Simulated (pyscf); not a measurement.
H₂B–O–SnH₃ (SMILES B[O][SnH3]) + HF (SMILES F) → HO–SnH₃ (SMILES [OH][SnH3]) + H₂B–F (SMILES BF) (four-centre exchange; singlet surface; B–O, F–H broken, H–O, B–F formed). Optimised with ωB97X-D3(BJ)/def2-SVP in PySCF. Energies in kcal/mol from the separated reactants.

| level | barrier | reaction energy |
|---|---|---|
| ωB97X-D3(BJ)/def2-TZVP | 8.9 | +1.6 |
| r²SCAN/def2-TZVP | 6.0 | +0.7 |
| B3LYP-D3(BJ)/def2-TZVP | 9.7 | +1.0 |
| PBE0-D3(BJ)/def2-TZVP | 7.1 | +1.6 |
| M06-2X/def2-TZVP | 8.1 | +1.4 |
| ωB97M-D3(BJ)/def2-TZVP | 8.9 | +1.0 |

The functionals in the table span 3.8 kcal/mol in this barrier, from r²SCAN to B3LYP-D3(BJ). On the reactant side the descent ends in a bound adduct, 10.1 kcal/mol under the separated species and 19.0 kcal/mol under the saddle at ωB97X-D3(BJ)/def2-TZVP. On the product side the descent ends in an adduct with a B–O contact, 19.2 kcal/mol under the separated species and 26.5 kcal/mol under the saddle at ωB97X-D3(BJ)/def2-TZVP. What is counted as broken (B–O) persists as a longer contact in the product adduct; parting that adduct is a step of its own. The same reactants have a lower exit, to F–SnH₃ + H₂B–OH (barrier +1.8 kcal/mol at ωB97M-D3(BJ)/def2-TZVP, against +8.9 kcal/mol here). This is the saddle that the search found; another between the same sides may lie lower. Elements past Kr carry the def2 core potentials, without spin-orbit coupling.
